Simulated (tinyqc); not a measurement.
UHF in the sto-6g basis, for HF, spin multiplicity 1, step by step. This run ends on a higher stationary point, not on the lowest solution. One step of it, computed by the program tinyqc.

Problem. Iteration 3: building the Fock matrix. J_ij = sum D_kl (ij|kl) with D = D(alpha) + D(beta), K_ij = sum D_kl (ik|jl) for each spin; F = H + J - K(s); E = tr D H + tr D J / 2 - 0.5 sum_s tr D(s) K(s) + E_nn.

D(alpha) after iteration 2:
```
            1F 1s      1F 2s    1F 2px    1F 2py     1F 2pz      2H 1s
1F 1s    1.056329  -0.242328  0.000000  0.000000   0.023740  -0.005024
1F 2s   -0.242328   1.043901  0.000000  0.000000  -0.117935  -0.003184
1F 2px   0.000000   0.000000  1.000000  0.000000   0.000000   0.000000
1F 2py   0.000000   0.000000  0.000000  1.000000   0.000000   0.000000
1F 2pz   0.023740  -0.117935  0.000000  0.000000   0.497058   0.438983
2H 1s   -0.005024  -0.003184  0.000000  0.000000   0.438983   0.397736
```

D(beta) after iteration 2:
```
            1F 1s      1F 2s    1F 2px    1F 2py     1F 2pz      2H 1s
1F 1s    1.057346  -0.247228  0.000000  0.000000   0.011729   0.009846
1F 2s   -0.247228   1.067181  0.000000  0.000000  -0.068389  -0.067288
1F 2px   0.000000   0.000000  1.000000  0.000000   0.000000   0.000000
1F 2py   0.000000   0.000000  0.000000  1.000000   0.000000   0.000000
1F 2pz   0.011729  -0.068389  0.000000  0.000000   0.439102   0.444759
2H 1s    0.009846  -0.067288  0.000000  0.000000   0.444759   0.450494
```

core Hamiltonian H = T + V (hartree):
```
             1F 1s       1F 2s     1F 2px     1F 2py     1F 2pz      2H 1s
1F 1s   -40.761563   -9.087368   0.000000   0.000000  -0.005426  -0.437536
1F 2s    -9.087368  -10.729960   0.000000   0.000000  -0.064189  -1.150367
1F 2px    0.000000    0.000000  -8.551627   0.000000   0.000000   0.000000
1F 2py    0.000000    0.000000   0.000000  -8.551627   0.000000   0.000000
1F 2pz   -0.005426   -0.064189   0.000000   0.000000  -8.578015  -0.877600
2H 1s    -0.437536   -1.150367   0.000000   0.000000  -0.877600  -3.493605
```

Two-electron integrals (ij|kl) in chemists' order, unique and non-zero (hartree):
```
(11|11) 5.406240   (21|11) 0.768129   (21|21) 0.138909   (22|11) 1.266271
(22|21) 0.283987   (22|22) 0.926367   (31|31) 0.029452   (32|31) 0.044681
(32|32) 0.204753   (33|11) 1.266273   (33|21) 0.283987   (33|22) 0.926366
(33|33) 0.998085   (41|41) 0.029452   (42|41) 0.044681   (42|42) 0.204753
(43|43) 0.053789   (44|11) 1.266273   (44|21) 0.283987   (44|22) 0.926366
(44|33) 0.890506   (44|44) 0.998085   (51|51) 0.029452   (52|51) 0.044681
(52|52) 0.204753   (53|53) 0.053789   (54|54) 0.053789   (55|11) 1.266273
(55|21) 0.283987   (55|22) 0.926366   (55|33) 0.890506   (55|44) 0.890506
(55|55) 0.998085   (61|11) 0.038994   (61|21) 0.006769   (61|22) 0.013572
(61|33) 0.013550   (61|44) 0.013550   (61|51) 0.000294   (61|52) 0.000580
(61|55) 0.013614   (61|61) 0.000335   (62|11) 0.116913   (62|21) 0.026701
(62|22) 0.099528   (62|33) 0.098106   (62|44) 0.098106   (62|51) 0.001932
(62|52) 0.015553   (62|55) 0.102372   (62|61) 0.001306   (62|62) 0.014391
(63|31) 0.002713   (63|32) 0.016363   (63|53) 0.003143   (63|63) 0.001928
(64|41) 0.002713   (64|42) 0.016363   (64|54) 0.003143   (64|64) 0.001928
(65|11) 0.088373   (65|21) 0.020436   (65|22) 0.081239   (65|33) 0.078137
(65|44) 0.078137   (65|51) 0.003907   (65|52) 0.027524   (65|55) 0.087442
(65|61) 0.001034   (65|62) 0.014398   (65|65) 0.016116   (66|11) 0.335808
(66|21) 0.078044   (66|22) 0.334309   (66|33) 0.326636   (66|44) 0.326636
(66|51) 0.005289   (66|52) 0.061109   (66|55) 0.349652   (66|61) 0.003817
(66|62) 0.069013   (66|65) 0.079335   (66|66) 0.774999
```

nuclear repulsion = 3.03156900 hartree

Give: Coulomb J; exchange K(alpha); exchange K(beta); F(alpha); F(beta); total energy of this density.

Solution.

Coulomb J (hartree):
```
          1F 1s   1F 2s  1F 2px  1F 2py   1F 2pz   2H 1s
1F 1s   20.0236  3.5875  0.0000  0.0000  -0.0034  0.1761
1F 2s    3.5875  9.3400  0.0000  0.0000   0.0252  0.9957
1F 2px   0.0000  0.0000  9.3664  0.0000   0.0000  0.0000
1F 2py   0.0000  0.0000  0.0000  9.3664   0.0000  0.0000
1F 2pz  -0.0034  0.0252  0.0000  0.0000   9.2873  0.8165
2H 1s    0.1761  0.9957  0.0000  0.0000   0.8165  3.7385
```

exchange K(alpha) (hartree):
```
          1F 1s    1F 2s  1F 2px  1F 2py   1F 2pz   2H 1s
1F 1s    5.5570   0.8798  0.0000  0.0000  -0.0004  0.0483
1F 2s    0.8798   1.5059  0.0000  0.0000  -0.0633  0.1959
1F 2px   0.0000   0.0000  1.3052  0.0000   0.0000  0.0000
1F 2py   0.0000   0.0000  0.0000  1.3052   0.0000  0.0000
1F 2pz  -0.0004  -0.0633  0.0000  0.0000   0.9098  0.2426
2H 1s    0.0483   0.1959  0.0000  0.0000   0.2426  0.4007
```

exchange K(beta) (hartree):
```
         1F 1s    1F 2s  1F 2px  1F 2py   1F 2pz   2H 1s
1F 1s   5.5568   0.8770  0.0000  0.0000   0.0004  0.0483
1F 2s   0.8770   1.5019  0.0000  0.0000  -0.0155  0.1838
1F 2px  0.0000   0.0000  1.3046  0.0000   0.0000  0.0000
1F 2py  0.0000   0.0000  0.0000  1.3046   0.0000  0.0000
1F 2pz  0.0004  -0.0155  0.0000  0.0000   0.8548  0.2457
2H 1s   0.0483   0.1838  0.0000  0.0000   0.2457  0.4345
```

F(alpha) (hartree):
```
           1F 1s    1F 2s   1F 2px   1F 2py   1F 2pz    2H 1s
1F 1s   -26.2949  -6.3796   0.0000   0.0000  -0.0085  -0.3097
1F 2s    -6.3796  -2.8958   0.0000   0.0000   0.0242  -0.3506
1F 2px    0.0000   0.0000  -0.4905   0.0000   0.0000   0.0000
1F 2py    0.0000   0.0000   0.0000  -0.4905   0.0000   0.0000
1F 2pz   -0.0085   0.0242   0.0000   0.0000  -0.2006  -0.3038
2H 1s    -0.3097  -0.3506   0.0000   0.0000  -0.3038  -0.1558
```

F(beta) (hartree):
```
           1F 1s    1F 2s   1F 2px   1F 2py   1F 2pz    2H 1s
1F 1s   -26.2948  -6.3769   0.0000   0.0000  -0.0093  -0.3098
1F 2s    -6.3769  -2.8919   0.0000   0.0000  -0.0235  -0.3386
1F 2px    0.0000   0.0000  -0.4898   0.0000   0.0000   0.0000
1F 2py    0.0000   0.0000   0.0000  -0.4898   0.0000   0.0000
1F 2pz   -0.0093  -0.0235   0.0000   0.0000  -0.1455  -0.3068
2H 1s    -0.3098  -0.3386   0.0000   0.0000  -0.3068  -0.1896
```

total energy of this density = -99.315040 hartree
